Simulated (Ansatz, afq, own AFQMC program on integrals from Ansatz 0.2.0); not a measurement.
Two steps: Ansatz 0.2.0 writes the Fock matrix and Cholesky factors of the valence space, and afq projects on them the lowest state that overlaps trial and start.

```yaml
crystal:
  periodic: [false, false, false]
  atoms:
    - {symbol: O, position_ang: [0.000000, -0.074463, 0.000000]}
    - {symbol: H, position_ang: [0.000000, 0.590987, -0.868167]}
    - {symbol: H, position_ang: [0.000000, 0.590987, 0.868167]}
basis:
  gaussian: {orbitals: 6-31G}
magnetization: {spin_polarized: false}
correlation: {method: ccsd_t, electrons: outside_noble_gas, hamiltonian_folder: ham}
```

```sh
$ ansatz run in.yaml --threads 1 --pin off --events-out ev --progress --plain --max-ram 15360MiB --backend cuda --devices 0, --max-vram 18GiB
```

Options of the walk:

```
--method phaseless --trial hf --walkers 4000 --populations 20 --least-time 40 --time-step 0.005 --steps-per-block 20 --equilibration-blocks 112 --max-blocks 4000 --target-error 0.0008500 --factor-cut 1e-05 --seed 1525 --taylor-order 6
```

Times are imaginary, in 1/Eh. The walk had a cap of 49 s. With eight or more populations the least sampling time is a fifth of least-time, and the error comes from their spread.

afq prints:

```
orbitals 12  electrons 4 4  factors 66 of 139
reference energy -75.95479724 Eh
CCSD correlation -0.14776753 Eh in 9 cycles, weight of the determinant in the CISD state 0.9447
energy of the start -75.954797 Eh
 block  time / (1/Eh)  mean weight  energy / Eh
     1     0.100  1.0008  -75.994333
     2     0.200  1.0011  -76.022265
     3     0.300  1.0012  -76.040752
     4     0.400  1.0011  -76.057225
     5     0.500  1.0008  -76.068684
    10     1.000  1.0004  -76.092542
    51     5.100  1.0003  -76.109516
    71     7.100  1.0000  -76.099506
   101    10.100  0.9997  -76.100482
   131    13.100  1.0003  -76.118763
   151    15.100  1.0002  -76.103268
   201    20.100  0.9999  -76.103659
   251    25.100  0.9999  -76.103354
   301    30.100  1.0002  -76.106267
   351    35.100  0.9998  -76.113542
   401    40.100  1.0002  -76.107982
   421    42.100  0.9999  -76.110265
error from the spread of 20 populations
energy -76.107089 +/- 0.000819 Eh
(rows thinned)
```

The run passed its tests (sampling time, drift between the halves within three errors, error under three times the target), which doesn't prove that it has relaxed.

Against this walk (error 22.3 meV) on the same determinant: CCSD(T) 80.9 meV higher, CCSDT(Q) 61.1 meV higher, CCSDTQ 62.4 meV higher, full CI 61.8 meV higher, a separate phaseless walk with a CISD trial and standard settings 68.1 ± 22.5 meV higher. The error is statistical and leaves out the bias of the constraint.

Cautions: constraint bias not in the error.

The walk took 28 s on 1 × NVIDIA H100 80GB HBM3 with 2 threads of AMD EPYC 7R13 Processor (Zen 3) (shared host) (the card was shared). The log's last line is the phaseless energy.

CCSDT and higher add their correlation energy to the determinant of the CCSD(T) run, since their own runs factorise the integrals more tightly (a shift of under 2 meV). A walk keeps the symmetry of its determinant, which the program's search chose and which needn't be the lowest solution, so a lower state of the same spin and another symmetry isn't excluded.
